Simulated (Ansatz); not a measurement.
## C2H2ClO (charge -1), SMILES [O-]/C=C/Cl: a rigid torsion scan, step by step

With Ansatz 0.2.0 through its Python package.

Run as a notebook:

**Cell 1**
```python
import ansatz as az
from ase import Atoms
```

**Cell 2**
```python
atoms = Atoms(['O', 'C', 'C', 'Cl', 'H', 'H'], positions=[
    (-1.8336, 0.3258, -0.0225),
    (-0.6939, -0.2079, -0.0404),
    (0.5273, 0.337, 0.0479),
    (1.9872, -0.5613, 0.0043),
    (-0.676, -1.2947, -0.1446),
    (0.6889, 1.4011, 0.1552),
])

# relax first, so that the scan starts from a minimum
first = az.Crystal.molecule_from_ase(atoms).calculation()
first = first.basis(gaussian='def2-SVP').charge(-1)
first = first.functional('pbe0').relax(force_tolerance=0.02, max_steps=80)
atoms.positions = first.run(threads=1).report['positions_ang']
```

**Cell 3**
```python
start = atoms.get_dihedral(0, 1, 2, 3)
energies = {}
for turn in range(0, 360, 40):
    turned = atoms.copy()
    turned.set_dihedral(0, 1, 2, 3, start + turn, indices=[2, 3, 5])
    job = (
        az.Crystal.molecule_from_ase(turned).calculation()
        .basis(gaussian='def2-SVP')
        .correlation('MP2')
        .charge(-1)
    )
    energies[round((start + turn) % 360)] = job.run(threads=1).report['free_energy_ev']
floor = min(energies.values())
print('dihedral O0-C1-C2-Cl3 (deg)   E - E(min) (kJ/mol)')
for angle, e in sorted(energies.items()):
    print(f'{angle:8d} {96.485332 * (e - floor):14.3f}  ' + '#' * int(30 * (e - floor) / max(max(energies.values()) - floor, 1e-9)))
```
Output:
```text
dihedral O0-C1-C2-Cl3 (deg)   E - E(min) (kJ/mol)
      20         17.578  ##
      60        135.558  ###################
     100        210.215  ##############################
     140         61.064  ########
     180          0.000
     220         61.045  ########
     260        210.177  #############################
     300        135.610  ###################
     340         17.600  ##
```

The scan is rigid and the energies are electronic, in a modest basis. With rigid groups the curve can differ much from the relaxed path, the start wasn't checked as a minimum of this torsion, and equivalent turns needn't return to the same energy. Anions want diffuse functions, which this basis lacks. The start is relaxed with a density functional and scanned with the wavefunction method, so it isn't exactly that method's minimum. Hardware and time: 20 s on 1 thread of Arm Neoverse V1, on a shared host, peak memory 0.21 GiB.

(Lines on the test bed's own set-up are left out of the output.)
